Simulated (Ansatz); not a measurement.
CH$_{5}$AlS, SMILES `[CH3][AlH][SH]`, relaxed with RKS PBE0-D4/def2-TZVP in the Gaussian-basis code of Ansatz from a PBE-D4/def2-SVP geometry. The force threshold is 0.005 eV/Å; the program also tests the step.

The species carries charge 0 and has multiplicity 1.

Start:

```xyz
8

C    -0.795   -0.776    0.813
Al    0.299    0.063   -0.578
S     1.200    2.027   -0.134
H    -1.852   -0.863    0.481
H    -0.784   -0.208    1.764
H    -0.446   -1.810    1.026
H     0.570   -0.567   -2.023
H     1.808    2.134   -1.349
```

```tsv
step	energy (eV)	largest force (eV/Å)	largest move (Å)
1	-18544.8638	0.522	0.000
2	-18544.8855	0.203	0.036
3	-18544.8872	0.035	0.018
4	-18544.8877	0.007	0.015
5	-18544.8878	0.001	0.007
6	-18544.8878	0.010	0.011
7	-18544.8878	0.015	0.013
8	-18544.8878	0.027	0.021
9	-18544.8878	0.016	0.004
10	-18544.8878	0.009	0.002
11	-18544.8878	0.003	0.004
```

End:

```xyz
8

C    -0.792   -0.770    0.806
Al    0.284    0.073   -0.575
S     1.229    1.994   -0.122
H    -1.822   -0.910    0.464
H    -0.820   -0.187    1.730
H    -0.405   -1.766    1.047
H     0.527   -0.536   -2.017
H     1.799    2.102   -1.334
```

Hardware: 2 threads of a server CPU on a shared host. Wall time 45 s, peak host memory 0.37 GiB.
